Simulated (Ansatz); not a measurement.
**AlHCl (quartet): RPA-PBE over vertical spin and charge gaps, 6-31G**

How well do these functionals follow the top wave-function level for AlHCl (quartet) over vertical spin and charge gaps?

The runs use Ansatz 0.2.0, Gaussian basis; 6-31G, all electrons in the functionals, frozen cores in the correlation of double hybrids and RPA.

Plan: RPA-PBE, at charge 0, quartet; charge 0, doublet; charge 0, sextet; charge 1, triplet; charge 1, quintet.

8 further runs of the same task are left out: 3 for a known fault of the program, 5 set aside as unsound or not needed.

**1. What is computed**

The geometry is a PBE0/def2-TZVP stationary point (not a proven minimum).

3 atoms, charge 0, spin multiplicity 4.

Atoms are counted from 1 here; the program's logs count them from 0.

Bond lengths: Al1–Cl2 2.197 Å, Al1–H3 1.817 Å. Angles: Cl2–Al1–H3 63.0°.

As a file:

```
Al    0.00000   -0.05024    1.23992
Cl    0.00000   -0.00682   -0.95633
H     0.00000    1.58452    0.44622
```

No dispersion term is added.

The geometry shown and the zero of energy belong to the point charge 0, quartet. The yardstick, FCI, and other wave-function levels (R restricted, U unrestricted, valence and pair active spaces) come from earlier runs.

**2. RPA-PBE, charge 0, quartet**

in.yaml reads:

```yaml
crystal:
  periodic: [false, false, false]
  atoms:
    - {symbol: Al, position_ang: [0.000000, -0.050236, 1.239922]}
    - {symbol: Cl, position_ang: [0.000000, -0.006816, -0.956330]}
    - {symbol: H, position_ang: [0.000000, 1.584516, 0.446218]}
basis:
  gaussian: {orbitals: 6-31G}
magnetization: {spin_polarized: true, initial_magnetization: 3}
hamiltonian: {xc: {name: PBE}}
correlation: {method: rpa, electrons: outside_noble_gas}
```

Started as:

```console
$ ansatz run in.yaml --threads 1 --pin off --events-out ev --progress --plain --max-ram 4096MiB --backend cpu
```

The runs that follow: RPA-PBE, charge 0, doublet; RPA-PBE, charge 0, sextet; RPA-PBE, charge 1, triplet; RPA-PBE, charge 1, quintet.

Q: Predict the results of all the runs planned. Wanted: quartet to doublet, FCI; quartet to sextet, FCI; ionisation to the triplet cation, FCI; ionisation to the quintet cation, FCI; largest miss, RPA-PBE.

As calculated:

```
                             quantity                                             value
              quartet to doublet, FCI                                    -68.5 kcal/mol
               quartet to sextet, FCI                                    157.7 kcal/mol
ionisation to the triplet cation, FCI                                    142.3 kcal/mol
ionisation to the quintet cation, FCI                                    266.3 kcal/mol
                largest miss, RPA-PBE  -1.0 kcal/mol (ionisation to the quintet cation)
```

**Reading.** RPA-PBE strays by up to 1.0 kcal/mol, at ionisation to the quintet cation. Functionals and the yardstick converge differently with the basis, so part of each miss in 6-31G is the basis.
